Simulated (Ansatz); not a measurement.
Born–Oppenheimer molecular dynamics of BH₆NO (9 atoms, charge 0, multiplicity 1). It starts at the highest image of a converged band, a first-order saddle point between two minima.

Level of theory: RKS PBE-D4/def2-SVP in Ansatz 0.2.0.

- ensemble: NVE (velocity Verlet)
- time step: 0.5 fs
- steps asked: 200
- starting velocities drawn for: 100 K
- seed: 5655

First frame:

```xyz
9
Properties=species:S:1:pos:R:3
B -0.035 0.219 0.251
N -0.006 0.053 1.810
H -0.745 -0.517 2.233
H 0.895 -0.205 2.227
H 1.038 0.010 -0.293
H -1.037 -0.267 -0.263
O -0.236 1.837 0.406
H -1.147 2.076 0.150
H -0.237 1.393 1.488
```

Question: What does the run give?

Answer: The run went to its last step.

```
steps done                                               : 200
time covered                                             : 100 fs
mean temperature over the second half                    : 380 K
spread of the potential energy over the second half      : 7.0 meV per atom
mean potential energy of the second half above the start : -28.2 meV per atom
```

The conserved energy stayed within 0.13 meV per atom of its start (net change 0.019 meV per atom), so the integration is sound. The kinetic energy rose, since the run started high on the potential surface and went downhill. It ends in pieces (BH3O + H3N), so much of that is their flight and rotation, not heat. A run of 0.1 ps of so small a system gives no equilibrium averages. The orbitals stay closed-shell, which can raise the energy where a bond breaks towards radicals; this wasn't checked here.

Question: What happens to the structure?

Answer: Between its relaxed ends the band would form B1–O7, N2–H9 and break O7–H9. These pairs go: B1–O7 1.64 → 1.39 Å, N2–H9 1.40 → 1.03 Å, O7–H9 1.17 → 2.76 Å. In the last frame they stand as after the step (other bonds may differ from the relaxed reactants and products). Also parted: B1–N2 1.57 → 2.08 Å. It ends as BH3O + H3N. Pairs count as bonded within 1.25 times the sum of covalent radii (0.12 Å more for H–H). Another seed would give other details.

Question: How do temperature and energy run in time?

Answer: 
| time (fs) | T (K) | potential energy less start (eV) | conserved less start (meV/atom) |
| --- | --- | --- | --- |
| 0.0 | 100 | 0.000 | 0.00 |
| 5.0 | 48 | 0.047 | 0.03 |
| 10.0 | 162 | -0.055 | 0.03 |
| 15.0 | 348 | -0.224 | 0.05 |
| 20.0 | 540 | -0.398 | 0.03 |
| 25.0 | 616 | -0.466 | 0.05 |
| 30.0 | 527 | -0.386 | 0.07 |
| 35.0 | 629 | -0.479 | 0.04 |
| 40.0 | 466 | -0.331 | 0.05 |
| 45.0 | 366 | -0.240 | 0.07 |
| 50.0 | 360 | -0.235 | 0.03 |
| 55.0 | 360 | -0.235 | 0.02 |
| 60.0 | 362 | -0.237 | 0.01 |
| 65.0 | 352 | -0.228 | -0.01 |
| 70.0 | 326 | -0.204 | 0.00 |
| 75.0 | 371 | -0.245 | -0.05 |
| 80.0 | 282 | -0.164 | 0.00 |
| 85.0 | 296 | -0.177 | 0.00 |
| 90.0 | 492 | -0.355 | -0.03 |
| 95.0 | 465 | -0.330 | 0.00 |
| 100.0 | 500 | -0.362 | 0.02 |

The run took 5.1 min on 1 thread of Arm Neoverse V1, with other jobs on the host, peak memory 0.12 GiB.
